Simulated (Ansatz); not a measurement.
```yaml
crystal:
  periodic: [false, false, false]
  atoms:
    - {symbol: Pd, position_ang: [0.000000, 0.000000, 0.000000]}
    - {symbol: H, position_ang: [0.000000, 0.000000, 1.700000]}
basis:
  gaussian: {orbitals: def2-TZVP}
total_charge: 1
hamiltonian: {xc: pbe0}
relax: {f_tol: 0.004, max_steps: 80}
```

```sh
$ ansatz run in.yaml --threads 1 --pin off --events-out ev --progress --plain --max-ram 2176MiB
```

Steps of the relaxation (energy above the last step; positions in Å, forces in eV/Å):

```
2
step 1, 400.7 meV
Pd    0.000    0.000    0.000    0.000    0.000    2.735
H     0.000    0.000    1.700    0.000    0.000   -2.735
```

```
2
step 2, 31.9 meV
Pd    0.000    0.000    0.146    0.000    0.000   -1.253
H     0.000    0.000    1.554    0.000    0.000    1.253
```

```
2
step 3, 2.3 meV
Pd    0.000    0.000    0.127    0.000    0.000   -0.318
H     0.000    0.000    1.573    0.000    0.000    0.318
```

```
2
step 5, 0.0 meV
Pd    0.000    0.000    0.120    0.000    0.000    0.000
H     0.000    0.000    1.580    0.000    0.000    0.000
```

Close pairs at the end: Pd1–H2 1.460 Å.

A stationary point of restricted PBE0 after 5 steps (its stability towards spin polarisation wasn't tested). 3.2 s on 1 thread of Intel Xeon 6975P-C, shared host.
